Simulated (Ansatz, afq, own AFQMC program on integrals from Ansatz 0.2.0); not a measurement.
# CH2N, quartet: AFQMC among the cluster methods

```xyz
4

N     0.0000    0.0000    1.2468
C     0.0000    0.0000   -1.7492
H     0.0000    0.8633    1.7589
H     0.0000   -0.8633    1.7589
```

Connectivity, by distances: NH2 ··· C.

Basis cc-pVDZ. Noble-gas cores (and the filled d shells of Ga–Kr and In–Xe) are frozen. AFQMC by an in-house program on the Cholesky factors that Ansatz 0.2.0 writes for its CCSD(T) run. The CISD trial takes its coefficients from CCSD amplitudes. Released means that phaseless walkers are propagated on without the constraint, phases kept. Uncertainties: one standard error, sampling alone.

Determinant: ROHF, the one that the program's search chose, which needn't be the lowest solution. The geometry is a point of a scan.

No full CI on the walks' own integrals is used here; CCSDT(Q) serves as the reference and is uncertain by about the last step of the cluster series.

Cautions: lower spins were not checked; the released energies are still falling, so no released level is given (meV from the phaseless value at times in 1/Eh: -5 ± 12 at 0.24, 5 ± 13 at 0.51, -18 ± 14 at 0.99, -27 ± 18 at 1.62, -36 ± 18 at 2.40), though the last usable value meets CCSDT(Q) within the noise.

The T1 diagnostic is 0.0153. The weight of the determinant in the CISD state is 0.902 and the size of the correlated space is 11 electrons in 36 orbitals.

Reference: CCSDT(Q), correlation energy -6.749 eV.

| level | E − E(reference) (meV) | share of correlation (%) |
| --- | --- | --- |
| HF | 6748.7 | 0.00 |
| MP2 | 1214.6 | 82.00 |
| CCSD | 126.5 | 98.13 |
| CCSD(T) | 25.6 | 99.62 |
| CCSDT | 6.8 | 99.90 |
| ph-AFQMC/HF | 217.8 ± 49.0 | 96.77 |
| ph-AFQMC/CISD | 9.6 ± 11.2 | 99.86 |

A walk keeps the symmetry of its determinant, which the program's search chose and which needn't be the lowest solution, so a lower state of the same spin and another symmetry isn't excluded.
